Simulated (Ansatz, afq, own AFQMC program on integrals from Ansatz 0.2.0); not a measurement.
# Where AFQMC and coupled cluster stand for CHB, triplet

```xyz
3

B     0.0000    0.0000    1.2592
C     0.0000    0.0000   -0.0942
H     0.0000    0.0000   -1.1650
```

Connectivity, by distances: B–CH.

Basis 6-31G. Only valence electrons are correlated. Ansatz 0.2.0 and our own AFQMC program on the same integrals; the CISD trial comes from CCSD amplitudes, and released means the phaseless constraint is let go. Error bars are statistical, one sigma.

Determinant: UHF, the one that the program's search chose, which needn't be the lowest solution. The geometry is a point of a scan.

Full CI on the same integrals is exact in this basis and with this determinant's frozen core.

Cautions: lower spins were not checked; unrestricted determinant slightly spin contaminated (⟨S²⟩ 2.09 against 2.00); in a space of 8 electrons in 9 natural orbitals full CI finds another state of this spin 10 meV below the state of CCSD(T); in a space of 8 electrons in 9 natural orbitals full CI finds another state of this spin 11 meV below the state of CCSDT(Q); in a space of 8 electrons in 9 natural orbitals full CI finds another state of this spin 11 meV below the state of CCSDTQ.

```
T1 diagnostic                               : 0.0353
weight of the determinant in the CISD state : 0.897
⟨S²⟩ of the determinant                     : 2.087
size of the correlated space                : 8 electrons in 18 orbitals
```

Reference: full CI, correlation energy -3.522 eV. The released energy is read at 2.40 1/Eh (meV from the phaseless value at times in 1/Eh: -2 ± 3 at 0.24, -4 ± 3 at 0.51, -6.2 ± 2.2 at 0.99, -9.5 ± 2.2 at 1.62, -9.2 ± 2.0 at 2.40).

| level | E − E(reference) (kcal/mol) | share of correlation (%) |
| --- | --- | --- |
| HF | 81.22 | 0.00 |
| MP2 | 17.63 | 78.30 |
| CCSD | 3.32 | 95.91 |
| CCSD(T) | 0.89 | 98.90 |
| CCSDT | 0.23 | 99.71 |
| CCSDT(Q) | 0.01 | 99.99 |
| CCSDTQ | 0.02 | 99.97 |
| ph-AFQMC/HF | 1.62 ± 0.53 | 98.01 |
| ph-AFQMC/CISD | 0.30 ± 0.08 | 99.63 |
| released AFQMC | 0.09 ± 0.05 | 99.89 |

CCSDT and higher add their correlation energy to the determinant of the CCSD(T) run, since their own runs factorise the integrals more tightly (a shift of under 2 meV). A walk keeps the symmetry of its determinant, which the program's search chose and which needn't be the lowest solution, so a lower state of the same spin and another symmetry isn't excluded. Released energies are given only where the last usable release times agree within the noise; a slower fall can still hide under it.
